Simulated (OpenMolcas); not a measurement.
# CH3F (fluoromethane) at 6 levels

Wanted: a comparison of 6 runs (HF/3-21G, HF/def2-TZVPP, M06-2X/def2-TZVPP, PBE/def2-TZVPP, TPSS/def2-TZVPP, r2SCAN/def2-TZVPP) of CH3F (fluoromethane). 

The results are computed with OpenMolcas 26.06.

1 further run of the same task is left out (set aside as unsound or not needed).

## 1. Starting point

CH3F: 5 atoms, total charge 0, spin state singlet. SMILES: `CF`. The C1–H4 distance was set to 1.420 Å, away from the relaxed value.

Bond lengths: C1–F2 1.376 Å, C1–H3 1.092 Å, C1–H5 1.092 Å. Angles: F2–C1–H3 109.1°, F2–C1–H5 109.1°, H3–C1–H5 109.9°. A long bond or contact: C1–H4 1.420 Å.

## 2. A single-point energy at HF/3-21G (run 1)

coord.xyz

```xyz
5

C     -0.034471    -0.196017     0.241726
F      1.110329    -0.939417     0.065326
H     -0.902471    -0.855817     0.175926
H     -0.104800     0.796000    -0.772000
H     -0.003571     0.279583     1.224626
```

calc.input

```
&GATEWAY
  BasLib
  $CurrDir
  Coord
  coord.xyz
  Basis
  3-21G
  Group
  NoSym

&SEWARD

&SCF
  Thresholds
  1e-10 1e-07 1e-07 1e-05
  PrOrbitals
  0
```

The basis set 3-21G is read from a file made from the Basis Set Exchange's data (not shown).

Started as:

```sh
$ export MOLCAS_MEM=1860
$ pymolcas calc.input > calc.log
```

Log:

```text
--- Start Module: gateway ---
[...]
--- Stop Module: gateway /rc=_RC_ALL_IS_WELL_ ---
--- Start Module: seward ---
[...]
      Basis functions           24
--- Stop Module: seward /rc=_RC_ALL_IS_WELL_ ---
--- Start Module: scf ---
[...]
       Convergence after  11 Iterations
[...]
::    Total SCF energy                               -138.2385347399
[...]
      Total spin, S                                     0.0000000000
[...]
      Total electronic charge=   18.000000
      Total            charge=   -0.000000
[...]
      Dipole Moment (debye):
      Origin of the operator (angstrom)=    0.5779   -0.5872    0.1404
                   X= -1.8174E+00               Y=  9.2901E-01               Z=  5.5187E-01           Total=  2.1143E+00
      Quadrupole Moment (debye*angstrom):
[...]
--- Stop Module: scf /rc=_RC_ALL_IS_WELL_ ---
[...]
```

Run time: 1.6 s. Hardware: 1 thread of Arm Neoverse V1, shared host; peak memory 0.37 GiB.

## 3. A single-point energy at HF/def2-TZVPP (run 2)

input.xyz

```xyz
5

C     -0.034471    -0.196017     0.241726
F      1.110329    -0.939417     0.065326
H     -0.902471    -0.855817     0.175926
H     -0.104800     0.796000    -0.772000
H     -0.003571     0.279583     1.224626
```

job.inp

```
&gateway
  baslib
  $CurrDir
  coord
  input.xyz
  basis
  def2-TZVPP
  group
  NoSym

&seward

&scf
  thresholds
  1e-10 1e-07 1e-07 1e-05
  prorbitals
  1 2
```

The basis set def2-TZVPP is read from a file made from the Basis Set Exchange's data (not shown).

Started as:

```sh
$ export MOLCAS_MEM=1860
$ pymolcas job.inp > job.log
```

Log:

```text
--- Start Module: gateway ---
[...]
--- Stop Module: gateway /rc=_RC_ALL_IS_WELL_ ---
--- Start Module: seward ---
[...]
      Basis functions          104
--- Stop Module: seward /rc=_RC_ALL_IS_WELL_ ---
[...]
--- Start Module: scf ---
[...]
       Convergence after  12 Iterations
[...]
::    Total SCF energy                               -139.0586368784
[...]
      Total spin, S                                     0.0000000000
[...]
      Total electronic charge=   18.000000
      Total            charge=   -0.000000
[...]
      Dipole Moment (debye):
      Origin of the operator (angstrom)=    0.5779   -0.5872    0.1404
                   X= -1.6156E+00               Y=  8.0086E-01               Z=  5.1766E-01           Total=  1.8760E+00
      Quadrupole Moment (debye*angstrom):
[...]
--- Stop Module: scf /rc=_RC_ALL_IS_WELL_ ---
[...]
```

Run time: 9.6 s. Hardware: 1 thread of Arm Neoverse V1, shared host; peak memory 0.59 GiB.

Runs 3 to 5 aren't shown in full; the table further down has their settings and results.

## 4. The energy at r2SCAN/def2-TZVPP (run 6)

run.inp

```
* CH3F Kohn-Sham DFT

&GATEWAY
 BASLIB=$CurrDir
 BASISSET
 C.def2-TZVPP....
 C1 -0.034471 -0.196017 0.241726 angstrom
 End of Basis
 BASISSET
 F.def2-TZVPP....
 F2 1.110329 -0.939417 0.065326 angstrom
 End of Basis
 BASISSET
 H.def2-TZVPP....
 H3 -0.902471 -0.855817 0.175926 angstrom
 H4 -0.104800 0.796000 -0.772000 angstrom
 H5 -0.003571 0.279583 1.224626 angstrom
 End of Basis

&SEWARD
 GRIDINPUT
 Grid=UltraFine
 End of Grid

&SCF
 KSDFT=2
 1.0 MGGA_X_R2SCAN
 1.0 MGGA_C_R2SCAN
 THRESHOLDS=1e-10 1e-07 1e-07 1e-05
 PRORBITALS=1 1
```

The basis set def2-TZVPP is read from a file made from the Basis Set Exchange's data (not shown).

Started as:

```sh
$ export MOLCAS_MEM=1860
$ pymolcas run.inp > run.log
```

Log:

```text
--- Start Module: gateway ---
[...]
--- Stop Module: gateway /rc=_RC_ALL_IS_WELL_ ---
--- Start Module: seward ---
[...]
      Basis functions          104
--- Stop Module: seward /rc=_RC_ALL_IS_WELL_ ---
[...]
--- Start Module: scf ---
[...]
       Convergence after  13 Iterations
[...]
::    Total KS-DFT energy                            -139.6958650567
[...]
      Total spin, S                                     0.0000000000
[...]
      Total electronic charge=   18.000000
      Total            charge=   -0.000000
[...]
      Dipole Moment (debye):
      Origin of the operator (angstrom)=    0.5779   -0.5872    0.1404
                   X= -1.3560E+00               Y=  6.4819E-01               Z=  4.6047E-01           Total=  1.5719E+00
      Quadrupole Moment (debye*angstrom):
[...]
--- Stop Module: scf /rc=_RC_ALL_IS_WELL_ ---
[...]
```

It took 38 s on 1 thread of Arm Neoverse V1, shared host; peak memory 0.59 GiB.

## 5. All runs side by side

```csv
run,level,integration grid,energy (Eh),dipole moment (D),HOMO energy (eV),LUMO energy (eV),wall time
1,HF/3-21G,–,-138.238535,2.11,-12.69,5.74,1.6 s
2,HF/def2-TZVPP,–,-139.058637,1.88,-12.96,3.68,9.6 s
3,M06-2X/def2-TZVPP,UltraFine,-139.704651,1.70,-10.71,1.57,35 s
4,PBE/def2-TZVPP,UltraFine,-139.614472,1.51,-7.65,-0.20,28 s
5,TPSS/def2-TZVPP,UltraFine,-139.783596,1.55,-7.81,0.05,37 s
6,r2SCAN/def2-TZVPP,UltraFine,-139.695865,1.57,-8.01,0.26,38 s
```

## 6. Summary of results

```
            quantity          value
 run 6: total energy  -139.69587 Eh
run 6: dipole moment         1.57 D
  run 6: HOMO energy       -8.01 eV
  run 6: LUMO energy        0.26 eV
run 6: HOMO–LUMO gap        8.27 eV
```

The dipole moment (its size) runs from 1.51 D (PBE/def2-TZVPP) to 2.11 D (HF/3-21G). The two ends differ in method and basis. The HOMO–LUMO gap runs from 7.45 eV (PBE/def2-TZVPP) to 18.44 eV (HF/3-21G). Totals of different functionals can't be ranked against each other. All runs together took 2.5 min, the longest 38 s.
